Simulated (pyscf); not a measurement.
Elementary routes open to HO–Si(OH)(F)–F (SMILES O[Si](O)(F)F) + H• (SMILES [H]) in the gas phase (doublet surface):
A. HO–Si•(OH)–F (SMILES O[Si](O)F) + HF (SMILES F) (F–Si broken; F–H formed)
B. H₂O (SMILES O) + HO–Si•(F)–F (SMILES O[Si](F)F) (O–Si broken; H–O formed)

Single points on ωB97X-D3(BJ)/def2-SVP structures (PySCF, gas phase).

Question: Rank the routes by free-energy barrier at 900 K, lowest first, for ωB97M-D3(BJ)/def2-TZVP energies (ideal gas, 1 atm, RRHO with modes under 100 cm⁻¹ raised to 100, one conformer, R ln 2 for chiral ones without a mode under 150 cm⁻¹).

Answer: B (56.1 kcal/mol), A (72.2 kcal/mol)

Route B is the fastest of these, ahead of the next by 16.1 kcal/mol. The most stable products are those of B (ΔG = +13.6 kcal/mol), so kinetics and thermodynamics agree. At 298 K B is still the fastest. A: On the product side the descent ends in a complex, 5.6 kcal/mol under the separated species and 34.0 kcal/mol under the saddle at ωB97X-D3(BJ)/def2-TZVP. B: On the product side the descent ends in a bound adduct, 8.7 kcal/mol under the separated species and 28.0 kcal/mol under the saddle at ωB97X-D3(BJ)/def2-TZVP. Only these routes are compared; each barrier is that of the saddle found, and lower ones may exist.
